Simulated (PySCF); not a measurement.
Work out the structure from these simulated measurements.

Formula: C4H7N.

| Item | Value |
| --- | --- |
| Triplet | lowest triplet excitation (Tamm–Dancoff): 3.44 eV [TDA PBE0/def2-SVPD] |
| 1H NMR | chemical shifts (computed TMS as zero) by class: 7.68 (1 H), 7.27 (1 H), 4.35 (1 H), 4.14 (1 H), 2.04 (3 H) ppm [GIAO PBE0/pcSseg-1] |
| 13C NMR | chemical shifts (computed TMS as zero) by class: 161.6 (1 C), 149.4 (1 C), 97.1 (1 C), 19.0 (1 C) ppm [GIAO PBE0/pcSseg-1] |
| UV, first state | lowest singlet excitation: 4.43 eV (280 nm, f = 0.042) [TDDFT PBE0/def2-SVPD] |
| UV, strongest line | among the 6 lowest singlet transitions: S4 at 6.61 eV (188 nm, f = 0.192) [TDDFT PBE0/def2-SVPD] |
| Polarisability | 58.6 au [PBE0/def2-SVPD] |
| NMR, other nuclei | isotropic shieldings of nuclei other than C and H, by class: -123 (1 N) ppm [GIAO PBE0/pcSseg-1] |
| Dipole | 1.87 D [PBE0/def2-SVPD] |
| Rotational structure | rotational constants A, B, C: 10.142, 3.830, 3.042 GHz [GFN2-xTB] |

Gas-phase values; electronic properties from PySCF, density fitting. Levels stand in brackets. The structure is a single GFN2-xTB conformer in the gas phase; no vibrational or solvent corrections. NMR values are class means; diastereotopic atoms form classes of their own.

**Question.** Propose a structure and show how it fits.

**Answer.** Numbering: `[CH2:1]=[CH:2]/[N:3]=[CH:4]\[CH3:5]`. Its formula, C4H7N, gives 2 degrees of unsaturation: 0 rings and 2 π bonds in the structure found. 4 carbons fall into 4 classes; from least to most shielded: imine carbon [C4] (161.6 ppm), vinylic carbon bearing nitrogen [C2] (149.4 ppm), terminal =CH2 carbon [C1] (97.1 ppm), methyl carbon [C5] (19.0 ppm). Hydrogen classes from least to most shielded: 1 H on an imine carbon, C4 (7.68 ppm), 1 H on a vinylic carbon bearing nitrogen, C2 (7.27 ppm), 1 H on a terminal =CH2 carbon, C1 (4.35 ppm), 1 H on a terminal =CH2 carbon, C1 (4.14 ppm), 3 H on a methyl carbon, C5 (2.04 ppm, a mean of values up to 1.2 ppm apart in this geometry). The other shieldings belong to: -123 ppm, imine nitrogen [N3]. S1 is mainly HOMO→LUMO (weight 0.89); the largest Löwdin shares of the orbital it empties are 0.34 on the imine nitrogen, 0.28 on the terminal =CH2 carbon, 0.18 on the vinylic carbon bearing nitrogen and 0.07 on the imine carbon, of the orbital it fills 0.30 on the imine carbon, 0.25 on the imine nitrogen, 0.13 on the terminal =CH2 carbon and 0.10 on the vinylic carbon bearing nitrogen. The optimised geometry has point group C1 and is an asymmetric top. Structure: `C=C/N=C\C`. Computed isomers that give other values at the same levels: `CC(C)C#N` (13C chemical shifts (computed TMS as zero) by class: 128.0 (1 C), 22.9 (2 C), 20.5 (1 C) ppm); `C=NC1CC1` (13C chemical shifts (computed TMS as zero) by class: 151.1 (1 C), 45.5 (1 C), 13.4 (2 C) ppm); `C1=NCCC1` (rotational constant A: 7.847 GHz; this holds for the one conformer computed). The assignments are read from this structure; whether some other isomer fits the data as well wasn't checked.

Conformer computed: `[CH2:1]=[CH:2]/[N:3]=[CH:4]\[CH3:5]`: C1–C2–N3–C4 62°.
